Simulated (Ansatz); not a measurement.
Calculation: Ansatz (a first-principles code) with frozen-core CCSD(T)/cc-pVTZ // B3LYP-D3(BJ)/def2-TZVP.

Ansatz 0.2 input:
```yaml
crystal:
  periodic: [false, false, false]
  atoms:
    - { symbol: F, position_ang: [1.177558, -0.581607, 0.076928] }
    - { symbol: B, position_ang: [-0.000002, 0.000002, 0.000038] }
    - { symbol: F, position_ang: [-1.091441, -0.731169, -0.070568] }
    - { symbol: F, position_ang: [-0.086116, 1.312774, -0.006398] }
basis:
  gaussian: { orbitals: cc-pVTZ }
correlation:
  method: ccsd_t
```

Output:

```
Functional definition: HF
757 factors; integrals over basis functions are off by at most 1.3e-3 eV
mean field evaluation 1: about -8795.9779 eV, gradient 3.8e1 eV
mean field evaluation 2: about -8795.9799 eV, gradient 3.8e1 eV
mean field evaluation 4: about -8798.1210 eV, gradient 1.8e0 eV
mean field evaluation 8: about -8798.1304 eV, gradient 2.1e-5 eV
mean field evaluation 16: about -8798.1301 eV, gradient 3.5e-1 eV
mean field -8798.13044278 eV, -323.3253301853 hartree, gradient 1.8e-6 eV, S^2 0.000000; 0 other end points of the search recorded, 0 dependent functions left out
4 core orbitals not correlated
reference -8798.13044278 eV, -323.3253301853 hartree; 12, 12 occupied and 104, 104 virtual orbitals, 757 factors
second order -22.88913666 eV of doubles, -0.00000000 eV of singles
cycle   1  -22.41359290 eV  change    4.8e-1 eV  update   8.7e-2
cycle   2  -22.81931812 eV  change   -4.1e-1 eV  update   2.3e-2
cycle   3  -22.90824349 eV  change   -8.9e-2 eV  update   1.1e-2
cycle   4  -22.88848677 eV  change    2.0e-2 eV  update   2.3e-3
cycle   5  -22.88698964 eV  change    1.5e-3 eV  update   8.6e-4
cycle   6  -22.88758152 eV  change   -5.9e-4 eV  update   1.9e-4
cycle   7  -22.88739029 eV  change    1.9e-4 eV  update   5.7e-5
cycle   8  -22.88737205 eV  change    1.8e-5 eV  update   1.2e-5
perturbative correction -0.66697136 eV, -0.0245107455 hartree
Total energy: -8821.68478620 eV, -324.1909363400 hartree
```

Cost: very roughly 9 core-seconds.
